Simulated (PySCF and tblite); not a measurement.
Values are calculated unless marked as measured or tabulated.
C3H6O, numbered as in [CH2:1]=[CH:2][CH2:3][OH:4]. The same 5 conformers on PBE0-D3(BJ)/def2-SVP geometries, with only the solvent of the single-point energies changed (functional PBE0, basis set def2-TZVP, D3(BJ) where defined; PySCF).

Torsions listed: C1–C2–C3–O4, C2–C3–O4–H4. Of a mirror pair one member is shown.

```csv
conformer,shape,symmetry,dipole D
1,"-8°, -60°",C1 (pair),1.46
2,"127°, -58°",C1 (pair),1.48
3,"0°, 180°",Cs,1.85
4,"132°, 171°",C1 (pair),1.62
```

Not shown: 1 more, 3.4 % in all.

Energies (kcal/mol) above conformer 1 and its weight at 298.15 K (thermal terms from GFN2-xTB):

```json
{"solvent": "gas phase", "E(2) − E(1)": "0.14", "E(3) − E(1)": "0.96", "E(4) − E(1)": "1.65", "weight of 1 (%)": "45", "dipole of 1 (D)": "1.46", "of 2": "1.48"}
{"solvent": "cyclohexane", "E(2) − E(1)": "0.15", "E(3) − E(1)": "0.84", "E(4) − E(1)": "1.49", "weight of 1 (%)": "43", "dipole of 1 (D)": "1.60", "of 2": "1.61"}
{"solvent": "chloroform", "E(2) − E(1)": "?", "E(3) − E(1)": "?", "E(4) − E(1)": "?", "weight of 1 (%)": "?", "dipole of 1 (D)": "?", "of 2": "?"}
{"solvent": "acetone", "E(2) − E(1)": "0.28", "E(3) − E(1)": "0.52", "E(4) − E(1)": "1.17", "weight of 1 (%)": "40", "dipole of 1 (D)": "1.85", "of 2": "1.83"}
{"solvent": "water", "E(2) − E(1)": "0.30", "E(3) − E(1)": "0.47", "E(4) − E(1)": "1.13", "weight of 1 (%)": "39", "dipole of 1 (D)": "1.89", "of 2": "1.85"}
```

Question: What does chloroform give?

Answer: E(2) − E(1) = 0.21 kcal/mol, E(3) − E(1) = 0.68 kcal/mol, E(4) − E(1) = 1.31 kcal/mol, weight of conformer 1 42 %, dipoles 1.74 and 1.73 D.

Question: How much does the choice of solvent matter?

Answer: The widest range is that of E(4) − E(1), which runs from 1.13 (water) to 1.65 kcal/mol (gas phase), a spread of 0.52, against RT = 0.59.
